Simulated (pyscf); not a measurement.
**Four-centre exchange: Cl–TaH(Cl)(Cl)–Cl (SMILES [Cl][TaH]([Cl])([Cl])[Cl]) + H₂S (SMILES S) → HS–Ta(Cl)(Cl)(Cl)–Cl (SMILES [SH][Ta]([Cl])([Cl])([Cl])[Cl]) + H₂ (SMILES [H][H])**

Gas phase, singlet surface, charge 0. Bonds broken: Ta2–H6, S7–H8. Bonds formed: Ta2–S7, H6–H8. Optimised with ωB97X-D3(BJ)/def2-SVP in PySCF.

Transition state (Å):

```xyz
9

Cl    -0.2736     1.7036     1.3315
Ta    -1.1963    -0.0678     0.1593
Cl    -1.6599    -1.4833    -1.6021
Cl    -3.3523     0.6014     0.4555
Cl    -0.7213    -1.6804     1.7260
H     -1.0189     1.1614    -1.2483
S      1.1600    -0.2498    -0.9555
H     -0.0111     0.7471    -1.3472
H      1.7940     0.6605    -0.1912
```

One imaginary mode, 953i cm⁻¹; descent along it reached the two sides named, in the forms told below.

```csv
bond,change,reactant side (Å),saddle,product side
Ta2–H6,breaks,1.737,1.877,4.0
S7–H8,breaks,1.347,1.587,3.2
Ta2–S7,forms,2.7,2.6,2.364
H6–H8,forms,2.7,1.094,0.760
```

Electronic energies relative to the separated reactants (eV):

```tsv
level	barrier	reaction energy	reverse barrier
ωB97X-D3(BJ)/def2-TZVP	-0.03	-1.05	1.02
PBE/def2-TZVP	0.05	-0.85	0.90
r²SCAN/def2-TZVP	0.00	-0.93	0.93
B3LYP-D3(BJ)/def2-TZVP	0.15	-0.88	1.03
PBE0-D3(BJ)/def2-TZVP	0.01	-0.87	0.88
M06-2X/def2-TZVP	0.28	-0.86	1.14
ωB97M-D3(BJ)/def2-TZVP	0.28	-0.73	1.00
HF/def2-TZVP	1.15	-0.42	1.57
```

With ωB97M-D3(BJ)/def2-TZVP energies and thermal terms (ideal gas, 1 atm, RRHO with modes under 100 cm⁻¹ raised to 100, one conformer, R ln 2 for chiral ones without a mode under 150 cm⁻¹), in eV:

```json
[
 {"T (K)": "298", "ΔH‡": "0.25", "ΔG‡": "0.75", "ΔH": "-0.77", "ΔG": "-0.65"},
 {"T (K)": "600", "ΔH‡": "0.26", "ΔG‡": "1.24", "ΔH": "-0.72", "ΔG": "-0.56"},
 {"T (K)": "900", "ΔH‡": "0.29", "ΔG‡": "1.73", "ΔH": "-0.68", "ΔG": "-0.49"},
 {"T (K)": "1200", "ΔH‡": "0.33", "ΔG‡": "2.20", "ΔH": "-0.65", "ΔG": "-0.43"}
]
```

On the reactant side the descent ends in an adduct with a S–Ta contact, 0.72 eV under the separated species and 0.69 eV under the saddle at ωB97X-D3(BJ)/def2-TZVP. At ωB97X-D3(BJ) the saddle lies under the separated reactants, which points to a path from their complex (located at ωB97X-D3(BJ) alone). What is counted as formed (S–Ta) is already present as a longer contact in the reactant adduct; forming that adduct is a step of its own. One saddle was located; it need not be the lowest between these sides. Elements past Kr carry the def2 core potentials, without spin-orbit coupling.
